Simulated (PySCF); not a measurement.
Species: acetyl cation, C2H3O (charge +1).
SMILES: `[O+]#CC`

All values: wB97X-D/def2-SVPD (PySCF, non-relativistic), on one gas-phase PBE0-D3(BJ)/def2-SVP geometry that isn't relaxed in the solvent. The solvent is an IEF-PCM continuum (cavity from Bondi-type radii × 1.2), and excitations are vertical TDDFT with non-equilibrium linear response and a frozen core. Only the electrostatic response of the medium enters.

Gas-phase singlets (H = HOMO, L = LUMO):

```json
{"state": "S1", "E (eV)": "8.637", "λ (nm)": "144", "f": "0.000", "leading configuration": "H→L 31%"}
{"state": "S2", "E (eV)": "8.939", "λ (nm)": "139", "f": "0.007", "leading configuration": "H-1→L 40%"}
{"state": "S3", "E (eV)": "8.939", "λ (nm)": "139", "f": "0.007", "leading configuration": "H-1→L+1 40%"}
{"state": "S4", "E (eV)": "10.755", "λ (nm)": "115", "f": "0.000", "leading configuration": "H-4→L 26%"}
{"state": "S5", "E (eV)": "10.916", "λ (nm)": "114", "f": "0.629", "leading configuration": "H→L+1 30%"}
```

Question: What are the lowest 5 singlets in chloroform (ε = 4.711)?

Answer: 
```json
{"state": "S1", "E (eV)": "8.594", "λ (nm)": "144", "f": "0.000", "leading configuration": "H-1→L 34%", "change by rank (eV)": "-0.043"}
{"state": "S2", "E (eV)": "8.867", "λ (nm)": "140", "f": "0.009", "leading configuration": "H→L+1 46%", "change by rank (eV)": "-0.072"}
{"state": "S3", "E (eV)": "8.867", "λ (nm)": "140", "f": "0.009", "leading configuration": "H-1→L+1 46%", "change by rank (eV)": "-0.072"}
{"state": "S4", "E (eV)": "10.546", "λ (nm)": "118", "f": "0.758", "leading configuration": "H-1→L+1 34%", "change by rank (eV)": "-0.209"}
{"state": "S5", "E (eV)": "10.720", "λ (nm)": "116", "f": "0.000", "leading configuration": "H-3→L 34%", "change by rank (eV)": "-0.196"}
```

Question: What are the lowest 5 singlets in acetonitrile (ε = 35.69)?

Answer: 
```
state  E (eV)  λ (nm)      f  leading configuration  change by rank (eV)
   S1   8.579     145  0.000              H→L+1 39%               -0.058
   S2   8.848     140  0.009              H-1→L 45%               -0.091
   S3   8.848     140  0.009                H→L 45%               -0.091
   S4  10.537     118  0.739            H-1→L+1 38%               -0.218
   S5  10.713     116  0.000              H-4→L 40%               -0.203
```

Question: How do the frontier levels move from gas to acetonitrile?

Answer: 
| orbital | gas (eV) | solvent (eV) | change (eV) |
| --- | --- | --- | --- |
| LUMO+2 | -3.36 | 1.83 | +5.19 |
| LUMO+1 | -6.46 | -0.88 | +5.58 |
| LUMO | -6.46 | -0.88 | +5.58 |
| HOMO | -21.06 | -15.34 | +5.72 |
| HOMO-1 | -21.07 | -15.34 | +5.73 |
| HOMO-2 | -23.54 | -17.90 | +5.64 |
| HOMO-3 | -23.82 | -18.27 | +5.55 |

The HOMO–LUMO gap goes from 14.60 to 14.46 eV.
